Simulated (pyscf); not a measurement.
Structures and frequencies: ωB97X-D3(BJ)/def2-SVP in PySCF.

PBE/def2-TZVP puts the barrier of InH₃ (SMILES [InH3]) + H₂O (SMILES O) -> HO–InH₂ (SMILES [OH][InH2]) + H₂ (SMILES [H][H]) (four-centre exchange; singlet surface; H–In, H–O broken, In–O, H–H formed) at 7.3 kcal/mol and the reaction energy at -7.0 kcal/mol, from the separated reactants. What do B3LYP-D3(BJ)/def2-TZVP, PBE0-D3(BJ)/def2-TZVP, ωB97M-D3(BJ)/def2-TZVP give on the same structures?

B3LYP-D3(BJ): ΔE‡ = 10.7 kcal/mol, ΔE = -6.6 kcal/mol; PBE0-D3(BJ): ΔE‡ = 10.3 kcal/mol, ΔE = -4.4 kcal/mol; ωB97M-D3(BJ): ΔE‡ = 12.9 kcal/mol, ΔE = -4.5 kcal/mol. PBE's barrier lies under all of them, by 2.9 to 5.6 kcal/mol. Its reaction energy lies under all of them, by 0.4 to 2.6 kcal/mol. On the reactant side the descent ends in an adduct with a In–O contact, 14.2 kcal/mol under the separated species and 25.1 kcal/mol under the saddle at ωB97X-D3(BJ)/def2-TZVP. What is counted as formed (In–O) is already present as a longer contact in the reactant adduct; forming that adduct is a step of its own. At the saddle there is also a short H–In contact that neither side keeps. At ωB97X-D3(BJ)/def2-TZVP the barrier from the zero used here is 10.9 kcal/mol. This is the saddle that the search found; another between the same sides may lie lower. Elements past Kr carry the def2 core potentials, without spin-orbit coupling.
